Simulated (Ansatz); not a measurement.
hcp Os, treated with PBEsol (Ansatz, an electronic-structure program, PAW).

Run with plane-wave cutoff 520 eV, 30×30×16 k mesh (along the axes of the cell as run), Fermi–Dirac smearing 0.071 eV (set by the program), no spin polarisation, scalar-relativistic PAW data made under PBE.

Cell (relaxed at this level):

```yaml
crystal:
  lattice:
    - [2.72889, 0.00000, 0.00000]
    - [-1.36445, 2.36329, 0.00000]
    - [0.00000, 0.00000, 4.30775]
  atoms:
    - { symbol: Os, position: [0.66667, 0.33333, 0.75000] }
    - { symbol: Os, position: [0.33333, 0.66667, 0.25000] }
```

Q: Predict the elastic constant C33, elastic constant C44, Young modulus, Poisson ratio, elastic constant C11, elastic constant C12, elastic constant C13 and elastic constant C66.

A: 
* **elastic constant C33**: 890 GPa
* **elastic constant C44**: 278 GPa
* **Young modulus**: 698 GPa
* **Poisson ratio**: 0.231
* **elastic constant C11**: 792 GPa
* **elastic constant C12**: 241 GPa
* **elastic constant C13**: 234 GPa
* **elastic constant C66**: 276 GPa

Measured, for comparison: elastic constant C33 843 GPa, elastic constant C44 269 GPa, elastic constant C11 763 GPa, elastic constant C12 228 GPa, elastic constant C13 218 GPa (0 K, extrapolated to 0 K (read from the set's bulk modulus against, 405 at 300 K); as tabulated in Liu et al. (2023), arXiv:2002.00005). Computed (rounded) less measured: elastic constant C33 +6 %, elastic constant C44 +3 %, elastic constant C11 +4 %, elastic constant C12 +6 %, elastic constant C13 +7 %.

Elastic constants are with the ions relaxed.

Spin–orbit coupling is not included.

The computed numbers hold no vibrational or temperature effects.

It cost around 60 core-minutes (rough) of CPU time.
